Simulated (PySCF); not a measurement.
Consider 1-methylimidazole, `Cn1ccnc1` (C4H6N2). Coordinates in Å; atoms count from 1 in this order:
```
C    -1.6674   -0.1248   -0.1138
N    -0.2411    0.0540   -0.0193
C     0.7122   -0.9340   -0.0494
C     1.9190   -0.2864    0.0800
N     1.7250    1.0613    0.1879
C     0.4270    1.2322    0.1256
H    -2.1558    0.8571   -0.0751
H    -1.9402   -0.6115   -1.0620
H    -2.0440   -0.7342    0.7215
H     0.4525   -1.9844   -0.1579
H     2.9148   -0.7274    0.0993
H    -0.0970    2.1874    0.1791
```

These are calculated values, PBE0-D3(BJ)/ma-def2-TZVP in PySCF (grid level 2) at geometries from PBE0-D3(BJ)/ma-def2-SVP. Thermal corrections: GFN2-xTB frequencies, unscaled, ideal gas at 298.15 K and 1 bar, quasi-RRHO entropy. These were taken at the GFN2-xTB minima.

**Question.** What are the vertical and the adiabatic ionisation energy for forming the radical cation?

**Answer.** 8.65 eV vertical and 8.34 eV adiabatic, the latter with zero-point energy.

**Question.** Where does the unpaired spin of the relaxed radical cation sit?

**Answer.** C6 (aromatic carbon) 0.46, C4 (aromatic carbon) 0.38, C3 (aromatic carbon) 0.37, N5 (pyridine-type nitrogen) -0.12 (intrinsic atomic orbital populations).

**Question.** What oxidation potential follows in acetonitrile (IEF-PCM), given that Fc+/Fc comes at 4.40 V absolute with this functional and basis?

**Answer.** In the gas phase ΔG of oxidation is 8.328 eV, and solvation is -34.0 kJ/mol for the parent and -252.9 kJ/mol for the product, so the absolute potential is 6.06 V, or 1.66 V against Fc+/Fc. Fc+/Fc in acetonitrile, 4.40 V, is PBE0-D3(BJ)/ma-def2-TZVP on PBE0-D3(BJ)/def2-SVP structures with GFN2-xTB thermal terms. Benchmark calculations put it near 5.0 V in acetonitrile and DMSO, so it is about 0.6 V low, and the value against it can read up to that much too high. The solvent is electrostatics only, on gas-phase structures; the absolute scale refers to an electron at rest in vacuum.

**Question.** How far is −ε(HOMO) from the vertical value by ΔSCF?

**Answer.** −ε(HOMO) = 6.58 eV, which is 2.07 eV below the ΔSCF value.
